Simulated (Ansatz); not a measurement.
**BH3Cl− (SMILES [BH3-]Cl) at CAM-B3LYP/STO-3G**

Aim: the energy change on altering one bond length of BH3Cl− at CAM-B3LYP/STO-3G, from 2 runs. 

The results are computed with Ansatz 0.2.0.

3 further runs of the same task are left out: 3 that didn't finish.

## Step 1: The structure to begin with

The species is BH3Cl− (5 atoms), meant as a singlet with charge -1. SMILES: `[BH3-]Cl`. Geometry: relaxed at GFN2-xTB.

Bond lengths: B1–Cl2 1.873 Å, B1–H3 1.208 Å, B1–H4 1.208 Å, B1–H5 1.208 Å. Angles: Cl2–B1–H3 106.7°, Cl2–B1–H4 106.7°, Cl2–B1–H5 106.7°, H3–B1–H4 112.0°, H3–B1–H5 112.2°, H4–B1–H5 112.1°.

## Step 2: The energy at CAM-B3LYP/STO-3G

input.yaml

```yaml
crystal:
  periodic: [false, false, false]
  atoms:
    - symbol: B
      position_ang: [0.082390, -0.047870, 0.135930]
    - symbol: Cl
      position_ang: [-0.845860, 0.496450, -1.396970]
    - symbol: H
      position_ang: [1.223080, -0.254620, -0.203070]
    - symbol: H
      position_ang: [-0.460100, -1.051350, 0.532730]
    - symbol: H
      position_ang: [0.000500, 0.857390, 0.931390]
basis:
  gaussian:
    orbitals: STO-3G
total_charge: -1
hamiltonian:
  xc: {name: CAM-B3LYP}
accuracy: high
```

Command:

```
$ ansatz run input.yaml --threads 1 --pin off --max-ram 2610MiB --events-out events.jsonl --progress --plain --runs-dir runs
```

The program printed:

```text
Warning: RAYON_NUM_THREADS=1 ignored (pool sized by the plan → 1); use --threads N
Functional definition: CAM-B3LYP
  name "CAM-B3LYP"
  parameter alpha = 0.19
  parameter beta = 0.46
  parameter omega = 0.33/bohr
  parameter ac = 0.81
  exchange = (1 - alpha - beta)*b88_x + beta*b88_x_sr(omega) + alpha*exact_x + beta*exact_x_lr(omega)
  correlation = (1 - ac)*vwn5_c + ac*lyp_c
282 factors; integrals over basis functions are off by at most 6.2e-9 eV
145 factors; integrals over basis functions are off by at most 7.8e-10 eV
mean field evaluation 1: about -13101.1055 eV, gradient 1.3e1 eV
mean field evaluation 2: about -13101.6556 eV, gradient 5.7e0 eV
mean field evaluation 4: about -13101.7595 eV, gradient 2.0e-2 eV
mean field evaluation 8: about -13101.7316 eV, gradient 3.3e-4 eV
mean field -13101.73156850 eV, -481.4797544698 hartree, gradient 4.0e-8 eV, S^2 0.000000; 0 other end points of the search recorded, 0 dependent functions left out
reference -13101.73158043 eV, -481.4797549081 hartree; 13, 13 occupied and 4, 4 virtual orbitals, 282 factors
Total energy: -13101.73158043 eV, -481.4797549081 hartree
```

Wall time 0.99 s (1 thread of Arm Neoverse V1, shared host); peak memory 0.092 GiB.

## Step 3: The distorted shape at the same level

job.yaml

```yaml
crystal:
  periodic: [false, false, false]
  atoms:
    - {symbol: B, position_ang: [0.102860, -0.274154, -0.062907]}
    - {symbol: Cl, position_ang: [-0.825390, 0.270166, -1.595807]}
    - {symbol: H, position_ang: [1.243550, -0.480904, -0.401907]}
    - {symbol: H, position_ang: [-0.439630, -1.277634, 0.333893]}
    - {symbol: H, position_ang: [0.000500, 0.857390, 0.931390]}
basis:
  gaussian: {orbitals: STO-3G}
hamiltonian: {xc: {name: CAM-B3LYP}}
accuracy: high
total_charge: -1
```

Command:

```
$ ansatz run job.yaml --threads 1 --pin off --max-ram 2610MiB --events-out events.jsonl --progress --plain --runs-dir runs
```

The program printed (excerpt; [...] marks lines left out):

```text
Warning: RAYON_NUM_THREADS=1 ignored (pool sized by the plan → 1); use --threads N
[... 8 set-up lines as earlier in the session ...]
281 factors; integrals over basis functions are off by at most 9.8e-9 eV
146 factors; integrals over basis functions are off by at most 9.8e-10 eV
mean field evaluation 1: about -13099.7596 eV, gradient 1.5e1 eV
mean field evaluation 2: about -13100.5046 eV, gradient 8.8e0 eV
mean field evaluation 4: about -13100.7746 eV, gradient 3.3e-2 eV
mean field evaluation 8: about -13100.7306 eV, gradient 6.9e-4 eV
mean field -13100.73056509 eV, -481.4429682730 hartree, gradient 9.1e-8 eV, S^2 0.000000; 0 other end points of the search recorded, 0 dependent functions left out
reference -13100.73057718 eV, -481.4429687172 hartree; 13, 13 occupied and 4, 4 virtual orbitals, 281 factors
Total energy: -13100.73057718 eV, -481.4429687172 hartree
```

Run time: 1 s. Hardware: 1 thread of Arm Neoverse V1, shared host; peak memory 0.092 GiB.

## Step 4: Outcome

At CAM-B3LYP/STO-3G:

```
                                                         quantity          value
                                        first shape: total energy  -481.47975 Eh
                                    distorted shape: total energy  -481.44297 Eh
energy change with the B1–H5 bond stretched from 1.208 to 1.510 Å       1.001 eV
```

With the B1–H5 bond stretched from 1.208 to 1.510 Å the energy rises by 1.00 eV (23 kcal/mol). The first shape isn't relaxed at this level, so the change isn't measured from a minimum. The minimal basis adds a large error of its own.
